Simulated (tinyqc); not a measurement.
Inside a calculation. Method: extended Hueckel theory, for PH2. One step of it, computed by the program tinyqc.

Task: Mulliken analysis. P = C n C^T; charge = valence electrons (H 1, P 5) minus the sum of (P S)_ii on the atom; overlap population = 2 sum P_ij S_ij between two atoms.

coefficients:
```
             MO1        MO2        MO3       MO4        MO5        MO6
1P 3s   0.627343   0.000000  -0.476461  0.000000   0.000000   1.031946
1P 3px  0.000000   0.000000   0.000000  1.000000   0.000000   0.000000
1P 3py  0.000000   0.586723   0.000000  0.000000   1.178450   0.000000
1P 3pz  0.118837   0.000000   0.840534  0.000000   0.000000   0.853614
2H 1s   0.315070   0.377642   0.113868  0.000000  -0.891226  -0.938372
3H 1s   0.315070  -0.377642   0.113868  0.000000   0.891226  -0.938372
```

occupations: 2.000000  2.000000  2.000000  1.000000  0.000000  0.000000

overlap S:
```
           1P 3s    1P 3px     1P 3py    1P 3pz     2H 1s      3H 1s
1P 3s   1.000000  0.000000   0.000000  0.000000  0.415473   0.415473
1P 3px  0.000000  1.000000   0.000000  0.000000  0.000000   0.000000
1P 3py  0.000000  0.000000   1.000000  0.000000  0.442255  -0.442255
1P 3pz  0.000000  0.000000   0.000000  1.000000  0.336357   0.336357
2H 1s   0.415473  0.000000   0.442255  0.336357  1.000000   0.075146
3H 1s   0.415473  0.000000  -0.442255  0.336357  0.075146   1.000000
```

Give: charges; Overlap populations.

Result:

charges: 1P -0.1803, 2H 0.0902, 3H 0.0902

Overlap populations:

| pair | value |
|---|---|
| 2-1 | 0.809431 |
| 3-1 | 0.809431 |
| 3-2 | -0.009131 |
